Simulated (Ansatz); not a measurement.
`FBF` + `[OH]`• → `F[B]F`• + H₂O at 600 K and 1 bar (hydrogen abstraction from a B–H bond).

Program: Ansatz. Geometries: PBE0-D4/def2-TZVP. ΔE: electronic, gas phase. CCSD(T)/CBS is extrapolated from def2-TZVPP and def2-QZVPP, frozen cores. No spin–orbit coupling; open shells (•) take unrestricted orbitals.

```csv
species,CCSD(T)/CBS energy (Eh),H − E (kJ/mol),S (J/(mol·K))
`FBF`,-225.09114,73.4,279.9
`[OH]`•,-75.67603,39.9,204.4
`F[B]F`•,-224.40899,42.7,277.1
H₂O,-76.37685,76.8,212.8
```

H − E and S are ideal-gas, rigid-rotor, harmonic terms from PBE0-D4/def2-TZVP, with the whole ground term of open shells counted as degenerate. 1 Eh = 2625.50 kJ/mol, R = 8.31446 J/(mol·K).

Q: By hand: ΔE, ΔH, ΔS and ΔG.

A: ΔE = (-224.40899) + (-76.37685) − (-225.09114) − (-75.67603) = -0.01867 Eh = -49.0 kJ/mol. Δ(H − E) = 42.7 + 76.8 − 73.4 − 39.9 = 6.2, so ΔH = -42.8 kJ/mol. ΔS = 277.1 + 212.8 − 279.9 − 204.4 = 5.6 J/(mol·K). ΔG = -42.8 − 600 × (5.6)/1000 = -46.2 kJ/mol.

Q: By hand: the equilibrium constant, and the temperature at which ΔG would vanish if ΔH and ΔS stayed fixed.

A: log₁₀ K = −ΔG/(RT ln 10) = 4.0. ΔH and −TΔS have one sign here, so there is no such temperature.

The number of gas molecules stays the same, so ΔS is small and ΔH decides. A doubt of 5 kJ/mol in ΔE shifts log₁₀ K by 0.4 here. These are equilibria of isolated gas molecules and say nothing of rates. Largest T1 diagnostic: 0.015 (customary marks: 0.02 for closed shells, 0.045 for open ones).

ΔS is within the doubt of such terms, so its sign, and with it that verdict, could turn.
